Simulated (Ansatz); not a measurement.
A nudged elastic band was laid between two geometries of C4H10O2 (16 atoms, charge 0, multiplicity 1).

All numbers below come from RKS PBE0-D4/def2-SVP in Ansatz.

```yaml
movable_images: 5
climbing_image: yes
spring: 50.0 eV/Å²
optimiser: quadratic models (default)
start_path: through a guess of the saddle point
force_threshold: 0.05 eV/Å
iteration_limit: 56
end_points: relaxed
```

Initial state:

```xyz
16
Properties=species:S:1:pos:R:3
C -1.249 -1.370 1.285
O -0.364 -1.467 0.204
C 0.319 -0.303 -0.080
C 1.316 -0.606 -1.175
O -0.607 0.678 -0.472
C -0.198 1.995 -0.275
H -1.695 -2.362 1.437
H -0.722 -1.074 2.214
H -2.051 -0.638 1.092
H 0.842 0.065 0.838
H 2.018 -1.385 -0.847
H 0.773 -0.964 -2.061
H 1.890 0.292 -1.446
H 0.062 2.195 0.784
H -1.033 2.651 -0.557
H 0.677 2.271 -0.896
```

Final state:

```xyz
16
Properties=species:S:1:pos:R:3
C -1.323 -1.362 1.215
O -0.436 -1.455 0.135
C 0.306 -0.316 -0.094
C 1.291 -0.617 -1.200
O -0.569 0.728 -0.443
C -0.097 2.012 -0.179
H -1.820 -2.335 1.318
H -0.787 -1.136 2.159
H -2.084 -0.581 1.052
H 0.843 -0.016 0.840
H 1.902 0.266 -1.433
H 1.958 -1.439 -0.905
H 0.733 -0.914 -2.099
H 0.181 2.142 0.886
H -0.904 2.720 -0.416
H 0.784 2.282 -0.794
```

(1) What changes between the two ends?

(2) What energy profile does the band end with?

(3) What is the geometry of the highest image?

Answers

(1) No bond is made or broken. The dihedral O5–C3–C4–H11 goes from -179 to 60°. The two ends are copies of one structure, up to a mirror image or an exchange of like atoms.

(2) The forces met the threshold. The highest image is number 5 of 0 to 6, 0.134 eV above the ends, which have the same energy within 2 meV. The profile has 2 maxima (images 2, 5) with wells between them (image 3): this band takes more than one step, which may be the mechanism or a detour left from its start path. Another band between the same ends (5 images) ends at a top of the same energy, where a vibrational analysis finds 1 clearly imaginary mode.

| image | path coordinate (Å) | energy (eV) | dihedral O5–C3–C4–H11 (°) |
| --- | --- | --- | --- |
| 0 | 0.00 | 0.000 | -179 |
| 1 | 1.10 | 0.081 | -145 |
| 2 | 2.20 | 0.123 | -107 |
| 3 | 3.29 | 0.010 | -71 |
| 4 | 4.39 | 0.043 | -38 |
| 5 | 5.49 | 0.134 | 0 |
| 6 | 7.21 | 0.000 | 60 |

(3) 
```xyz
16
Properties=species:S:1:pos:R:3
C -1.323 -1.394 1.234
O -0.434 -1.461 0.153
C 0.290 -0.307 -0.061
C 1.300 -0.578 -1.173
O -0.608 0.724 -0.393
C -0.097 2.009 -0.232
H -1.796 -2.380 1.330
H -0.792 -1.163 2.179
H -2.102 -0.631 1.077
H 0.809 -0.007 0.883
H 1.117 0.092 -2.025
H 2.338 -0.446 -0.838
H 1.175 -1.613 -1.520
H 0.269 2.184 0.800
H -0.908 2.721 -0.439
H 0.737 2.227 -0.928
```

Time of the run: 5.2 min on 2 threads of Arm Neoverse V2, on a shared host, peak memory 0.36 GiB.
